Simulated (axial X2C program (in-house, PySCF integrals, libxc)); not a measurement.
**LiH⁻: cheaper levels and CCSD(T), two-component**

Computed with an in-house relativistic program for diatomic molecules. Two-component (2c) means X2C with spin–orbit coupling and atomic mean-field two-electron Coulomb and Gaunt terms. Basis: Li dyall-av3z [9s9p3d], H dyall-av3z [7s3p2d] (cores contracted in-house); Gaussian nuclei, density fitting, unrestricted open shells. Masses: Li 7.016 u, H 1.008 u.

State: Ω = 1/2 (⟨Sz⟩ = 0.50, ⟨Lz⟩ = 0.00 at HF); fragments Li + H- for PBE0, MP2, CCSD, PBEsol, CCSD(T); Li- + H for HF.

```tsv
level	Re (Å)	ωe (cm⁻¹)	De (eV)
PBE0	1.671	1191.0	2.10
HF	1.679	1203.8	n/a
MP2	1.676	1197.3	2.10
CCSD	1.684	1167.8	2.04
PBEsol	1.679	1165.9	2.08
```

Correlated methods: 3 electrons correlated (number of frozen shells: Li 1 s; H none), 139 virtual spin orbitals or spinors in MP2, 45 natural virtuals in coupled cluster.

CCSD(T), same Hamiltonian and basis:

Re = 1.685 Å, ωe = 1165.4 cm⁻¹, De = 2.05 eV; T1 = 0.011 (Lee–Taylor normalisation).

Q: Give the differences from CCSD(T) in the columns below.

A: 

```csv
level,ΔRe (Å),Δωe (cm⁻¹),ΔDe (eV)
PBE0,-0.014,26,0.05
HF,-0.006,38,n/a
MP2,-0.009,32,0.05
CCSD,-0.001,2,-0.01
PBEsol,-0.006,0,0.03
```

Occupations by symmetry block were frozen at the best pattern of an incomplete PBE0 search. Dissociation energies refer to the lowest single-determinant-based atoms at the same level and basis. De is not given where an atomic determinant may have missed its ground term or J level, or where the truncated virtual space spoils (T). Density functionals use the spin component along the axis (collinear). Coupled cluster ran in a truncated set of natural virtual spinors; the MP2 energy of the rest was added. (T) has no such correction and the atoms are truncated less, which lowers De at CCSD(T) by a hundredth of an eV or more. Other states lie close and PBE0, whose exact exchange favours high spin, may order them wrongly; the determinant shown need not be the ground state. The nearest other 2c determinant of the search, Ω = 3/2, lies 0.50 eV up at the distance of the search. The highest occupied level of some functionals is positive through self-interaction error; at Hartree–Fock it is bound.
